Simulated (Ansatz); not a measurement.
Other spins and charges of HAlP, quartet at one geometry

Geometry (PBE0/def2-TZVP stationary point for this spin, not checked as a minimum):

| atom | x (Å) | y (Å) | z (Å) |
| --- | --- | --- | --- |
| Al | 0.0000 | -0.1077 | 1.2377 |
| P | 0.0000 | 0.0510 | -1.1432 |
| H | 0.0000 | 1.3154 | 1.9991 |

Basis 6-31G; Ansatz 0.2.0. Correlated methods freeze the noble-gas cores. Prefix R: restricted or restricted open-shell reference; prefix U: unrestricted. Active spaces: valence = (9e, 9o) chosen from the atoms' valence shells.

Gaps are energies of the second state less the first, at fixed atoms, for a selection of the levels run; each method lands on the state that its own search finds for that charge and spin.

Unrestricted rows (U, and Kohn–Sham where it breaks symmetry) aren't spin-pure: their determinants' ⟨S²⟩ exceeds S(S+1) by up to 0.91, so they mix in states of higher spin. For open shells CISD and CISDTQ are restricted-active-space CI with the open shells as a complete middle space. A value is left out where its run failed or describes another state than the reference as far as symmetry and spin tell, or, spin-broken singlets apart, can't be checked.

PBE gives -0.375 eV for doublet less quartet. Estimate what full CI gives in 6-31G.

Full CI in 6-31G gives -0.322 eV, so against it PBE is off by -0.053 eV.

Large singles or doubles amplitudes warn of static correlation in the HAlP doublet.

```tsv
level	gap (eV)	error (meV)	⟨S²⟩ where 0.1 over S(S+1) (first / second)
RHF	1.043	1365	– / –
RCCSD	-0.205	117	– / –
UCCSD	-0.237	85	– / 1.66
UCCSDT	-0.308	14	– / 1.66
CISDTQ	-0.304	18	– / –
CASSCF (valence space)	-0.335	-13	– / –
MRCISD+Q (valence space)	-0.323	-1	– / –
r2SCAN	-0.283	39	– / 1.38
PBE0	-0.255	67	– / 1.41
```

Wrong sign: RHF.

PBE gives 7.449 eV for removing an electron, to the triplet. Estimate what full CI gives in 6-31G.

Full CI in 6-31G gives 6.913 eV, so against it PBE is off by 0.536 eV.

| level | gap (eV) | error (meV) | ⟨S²⟩ where 0.1 over S(S+1) (first / second) |
| --- | --- | --- | --- |
| RMP2 | 7.133 | 220 | – / – |
| CISD | 7.006 | 93 | – / – |
| RCCSD | 6.964 | 51 | – / – |
| BCCD(T) | 6.937 | 24 | – / – |
| RCCSDT | 6.916 | 3 | – / – |
| RCCSDT(Q) | 6.914 | 1 | – / – |
| UCCSDTQ | 6.913 | 0 | – / 2.54 |
| B97M-V | 7.520 | 607 | – / – |
| PBE0 | 7.617 | 704 | – / – |

Sextet less quartet: 3.061 eV at full CI (quartet A'', sextet A', in Cs).

```
                 level  gap (eV)  error (meV)
                  UMP2     2.999          -62
              RCCSD(T)     3.057           -4
              UCCSD(T)     3.057           -4
                UCCSDT     3.061            0
               UCCSDTQ     3.061            0
NEVPT2 (valence space)     3.053           -8
MRCISD (valence space)     3.058           -3
                r2SCAN     3.355          294
                  PBE0     3.443          382
               RPA-PBE     3.176          115
```

Removing an electron, to the quintet: 8.334 eV at full CI (quartet A'', quintet ion A'', in Cs).

```csv
level,gap (eV),error (meV)
RHF,7.928,-406
UHF,7.922,-412
RMP2,8.312,-22
UMP2,8.282,-52
CISD,8.286,-48
RCCSD,8.323,-11
UCCSD,8.318,-16
RCCSD(T),8.332,-2
UCCSD(T),8.330,-4
BCCD(T),8.329,-5
RCCSDT,8.334,0
UCCSDT,8.334,0
CISDTQ,8.332,-2
RCCSDT(Q),8.334,0
UCCSDT(Q),8.334,0
RCCSDTQ,8.334,0
UCCSDTQ,8.334,0
CASSCF (valence space),8.056,-278
NEVPT2 (valence space),8.247,-87
MRCISD (valence space),8.319,-15
MRCISD+Q (valence space),8.330,-4
PBE,9.214,880
r2SCAN,9.166,832
PBE0,9.211,877
B3LYP,9.287,953
wB97M-V,9.173,839
B2PLYP,8.930,596
RPA-PBE,8.508,174
```

In so small a basis the reference is far from its limit while semilocal and hybrid functionals are nearer theirs (RPA and double hybrids share much of the reference's basis error), so the functionals' errors here hold much of the reference's basis and frozen-core error, which can add to them or hide them.

Full CI is exact within this basis and frozen core; it isn't the basis-set limit. The frozen core follows each run's orbitals, which can shift R against U totals by a few meV.
